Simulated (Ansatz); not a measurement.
## Active spaces for C2H4, singlet

Program: Ansatz, Gaussian basis, development build. Basis aug-cc-pVDZ, nonrelativistic, no frozen core. State-specific CASSCF; RHF is the lowest restricted (open-shell) Hartree–Fock solution met. Solutions may break the symmetry of the shape. No proof that the lowest CASSCF solution was found.

Geometry:

```xyz
6

C     0.0000    0.0000    0.6675
C     0.0000    0.0000   -0.6675
H     0.0000    0.9228    1.2377
H     0.0000   -0.9228    1.2377
H     0.0000    0.9228   -1.2377
H     0.0000   -0.9228   -1.2377
```

What do CASSCF and its corrections give against RHF in CAS(4,4), and what are the occupations?

CASSCF -1.438 eV, SC-NEVPT2 -7.774 eV; occupations 1.98, 1.93, 0.07, 0.02.
